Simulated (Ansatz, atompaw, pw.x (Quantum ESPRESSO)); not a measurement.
tungsten (bcc): variants of one PAW (atompaw) potential in the solid

W (Z = 74), PAW, made with atompaw 4.2.0.5 (PBE, scalar-relativistic). Core [Kr] 4d10, reference 4f13 5s2 5p6 5d5 6s2 6p0. Waves: 5s (bound); 6s (bound); 5p (bound); 6p (bound, empty); 5d (bound); 5d channel at 2.6 Ry; 4f (bound); 4f channel at -2.5 Ry. Local part: troulliermartins scheme with l = 4 at -0.5 Ry, radius 2.20 bohr. Core correction: smooth core density matched at 1.25 bohr. Augmentation charge: sinc compensation charge, radius 2.10 bohr; PAW radius 2.45 bohr; waves and projectors: bloechl.

Crystal test: bcc W in pw.x 7.5, no spin, 14³ k-points, Fermi–Dirac smearing 0.01 Ry, cutoffs set for each file from its atomic test. The reference is all-electron LAPW (Ansatz 0.2.0) with the same functional, mesh and smearing; V0 and B0 come from Birch–Murnaghan fits to the pressures at five volumes. Errors are pseudo minus all-electron; Δ is the rms difference of the E(V) curves that follow from these fits, minima aligned, over ±6 % about the mean V0. Mesh and smearing are coarse, so the numbers serve the comparison and aren't converged zero-temperature values; the lattice is a test structure that the element need not adopt.

All-electron: a0 = 3.184 Å (V0 = 16.15 Å³/atom), B0 = 300.6 GPa.

3 further variants are left out: they gave no file fit for a test, a broken result, the same result as the base, or pressures whose basis-set error rivals the error shown.

```tsv
change	cutoffs (Ry)	pw.x	a0 (Å)	a0 error (%)	B0 error (%)	Δ (meV/atom)	mean pressure error (GPa)
base	85/850	converged	3.186	+0.05	+0.4	1.8	+0.51
all radii scaled by about 1.21 (s 1.56, p 2.24, d 2.96, f 1.08 bohr); local potential troulliermartins scheme with l = 4 at -0.5 Ry, radius 2.66 bohr; augmentation sinc compensation charge, radius 2.54 bohr; PAW radius 2.96 bohr; waves and projectors: bloechl; core correction smooth core density matched at 1.50 bohr	55/550	converged	3.196	+0.36	-1.7	11.3	+3.29
```

Problem. Give the row for: wave 4f channel at -2.5 Ry becomes 4f channel at -2.99 Ry.

Solution. pw.x: converged; mean pressure error (GPa): +0.88; a0 (Å): 3.187; a0 error (%): +0.09; B0 error (%): +0.3; Δ (meV/atom): 3.0.
